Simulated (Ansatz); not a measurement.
# H₂O+ (doublet): the correlation ladder, def2-QZVPP

An exercise on one series of results from a longer session: the logs are not shown, and one member is left open.

The runs use Ansatz 0.2.0, Gaussian basis; def2-QZVPP, core rule «outside noble gas», up to 1 orbitals frozen.

To be run: UHF; ROHF; CCSD(T) on UHF.

## The geometry

The geometry is a PBE0/def2-TZVP stationary point (not a proven minimum).

3 atoms, charge 1, spin multiplicity 2.

Atoms are counted from 1 here; the program's logs count them from 0.

Bond lengths: O1–H2 1.004 Å, O1–H3 1.004 Å. Angles: H2–O1–H3 109.8°.

Coordinates:

```
atom   x (Å)    y (Å)    z (Å)
  O1  0.0000  -0.0646   0.0000
  H2  0.0000   0.5128  -0.8211
  H3  0.0000   0.5128   0.8211
```

The first run:

Contents of in.yaml:

```yaml
crystal:
  periodic: [false, false, false]
  atoms:
    - {symbol: O, position_ang: [0.000000, -0.064607, 0.000000]}
    - {symbol: H, position_ang: [0.000000, 0.512764, -0.821140]}
    - {symbol: H, position_ang: [0.000000, 0.512764, 0.821140]}
basis:
  gaussian: {orbitals: "def2-QZVPP.json"}
total_charge: 1
magnetization: {spin_polarized: true, initial_magnetization: 1}
hamiltonian: {xc: hf}
output: {orbitals: {seedname: orbitals}}
```

The run is started by

```
ansatz run in.yaml --threads 1 --pin off --events-out ev --progress --plain --max-ram 2393MiB
```

Steps of the session up to this table: UHF; ROHF; CCSD(T) on UHF.

One of the session's tables, all rows but one given; the rest of the session is left out.

It belongs to the step «Misses and costs». 

```
  method  from UCCSD(T) (kcal/mol)
    ROHF                   +150.03
     UHF                   +146.54
    UMP2                    +12.23
   UCCSD                         ?
UCCSD(T)                         0
```

Q: Estimate the row for UCCSD from the others.

**Answer.** from UCCSD(T) (kcal/mol): +3.54. In the column «from UCCSD(T) (kcal/mol)» it lies between UCCSD(T) (0) and UMP2 (+12.23).
